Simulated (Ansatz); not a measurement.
Results of Hartree–Fock in Ansatz (PAW) for CsCl-type TlBr.

Run with plane-wave cutoff 460 eV, 6×6×6 k mesh, Fermi–Dirac smearing 0.01 eV, scalar-relativistic PAW data made under PBE.

Response to compression and expansion:

```tsv
V (Å³/atom)	P (GPa)	direct gap at Γ (eV)	smallest gap on the k mesh (eV)
38.674	0.72	15.367	8.431
39.691	0.33	15.152	8.504
40.851	-0.04	14.919	8.580
41.727	-0.29	14.751	8.632
42.744	-0.53	14.564	8.687
```

The fundamental gap (8.57 eV at the equilibrium volume, on the SCF mesh) lies elsewhere than Γ–Γ.

Measured, for comparison: band gap 2.68 eV (temperature not stated, not corrected to a static lattice, detector crystals, literature values; as tabulated in Piasecki et al. (2022), doi:10.1039/d1ma01259b).

Note: the cell is over a tenth larger than the published one: the level's own overestimate first of all, though another phase or state, or a fault of the published cell, is possible.

Spin–orbit coupling is not included; with these elements it can move the gap by several tenths of an eV or more.

Ansatz is a first-principles code.
